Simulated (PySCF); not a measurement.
# amide anion (NH2−): geometry, NMR shifts, spin-spin couplings, electronic excitations and core binding energies

Aim: predict the NMR shifts, spin-spin couplings, electronic excitations and core binding energies of amide anion (NH2−) (`[NH2-]`).

Computed with PySCF 2.14.0, with density-fitted response routines of our own, on a single molecule in the gas phase. Atoms count from 0, in the outputs and in this text.

**1. The molecule as given**

3 atoms, charge -1, multiplicity 1; geometry from: GFN2-xTB. The atoms were then displaced at random by about 0.03 Å, so the start is not that level's minimum.

Bonds of the start (Å): N0–H1 1.08, N0–H2 0.91.

**2. Geometry optimisation at PBE0-D3(BJ)/def2-SVP**

The job: settings as JSON, then the geometry in Å.

```
{"job": {"xc": "PBE0", "basis": "def2-SVP", "d3": "d3bj", "grid": 1, "shake": 0.03, "kind": "geom"}, "charge": -1, "multiplicity": 1}
N      0.071910     0.368400     0.007600
H     -0.821850    -0.233070    -0.028960
H      0.756500    -0.237620    -0.023630
```

Started as:

```console
$ OMP_NUM_THREADS=1 python probes_run.py task.json out
```

This one command runs all jobs of the session in turn.

**Question.** This job is followed by: GIAO PBE0/pcSseg-1 NMR shielding, non-relativistic, gas phase; B3LYP/pcJ-1 indirect spin-spin coupling, non-relativistic, gas phase; TDDFT B3LYP/def2-SVPD, vertical, gas phase, core orbitals frozen in the response; GIAO mPW1PW91/pcSseg-2 NMR shielding, non-relativistic, gas phase; delta-SCF UKS SCAN, pcX-2 on the ionised atom, pcseg-1 elsewhere, spin-free X2C. Predict these results of the whole session: point group; rotational constants (main isotopes); 1H shifts against TMS (PBE0/pcSseg-1, means over atoms taken as alike); 15N shifts against NH3 (PBE0/pcSseg-1); largest coupling of the table (B3LYP/pcJ-1); lowest singlet (B3LYP/def2-SVPD); brightest single state of those computed; lowest triplet; vertical ionisation energy (ΔSCF); N1s binding energies, SCAN/pcX-2; range of the shift of N0.

**Answer**, as computed:

```
                                                              quantity                         value
                                                           point group                           C2v
                                  rotational constants (main isotopes)    580.13, 410.20, 240.29 GHz
1H shifts against TMS (PBE0/pcSseg-1, means over atoms taken as alike)                     -5.71 ppm
                                15N shifts against NH3 (PBE0/pcSseg-1)                     -23.3 ppm
                           largest coupling of the table (B3LYP/pcJ-1)       1J(N,H) N0–H1, -32.0 Hz
                                      lowest singlet (B3LYP/def2-SVPD)   3.35 eV (370 nm), f = 0.042
                              brightest single state of those computed  state 10, 8.89 eV, f = 0.324
                                                        lowest triplet                       2.94 eV
                                     vertical ionisation energy (ΔSCF)                       0.43 eV
                                      N1s binding energies, SCAN/pcX-2                  N0 395.01 eV
                                              range of the shift of N0            -41.4 to -23.3 ppm
```

In words: The start was shaken at random, so part of the energy gained undoes that. Relaxing lowered the energy by 0.479 eV in 4 steps; the close pair that moved most is N0–H2, from 0.915 to 1.051 Å. At PBE0/pcSseg-1: The largest span, 29 ppm, is at N0, where the paramagnetic term is -26 ppm. Of the pairs tabulated at B3LYP/pcJ-1, N0–H1 (mean over like pairs) couples most strongly (-32.0 Hz; Fermi contact -23.6 Hz). The lowest singlet, at 3.35 eV, is HOMO→LUMO 1.00 and is weak; of the 10 states computed, the strongest absorption comes from state 10 at 8.89 eV (the last computed, so partners may be missing). The lowest triplet lies 0.41 eV below the lowest singlet (triplets in Tamm-Dancoff, singlets in full TDDFT). In the gas-phase run even the lowest singlet lies above the computed detachment energy of this anion, so its states are not to be taken as bound. At B3LYP/def2-SVPD, all states lie near or above the ionisation energy, where they hang on the basis. ΔSCF puts the ionisation energy at 0.43 eV, 2.84 eV above −ε(HOMO). Across the 2 runs the shift of N0 moves most, between -41.4 (mPW1PW91/pcSseg-2) and -23.3 ppm (PBE0/pcSseg-1). At PBE0/pcSseg-1 the HOMO lies above zero (+3.52 eV), as often for anions in the gas phase: self-interaction error lifts it, or the electron is held by the finite basis alone; counter-ions and solvent are missing.
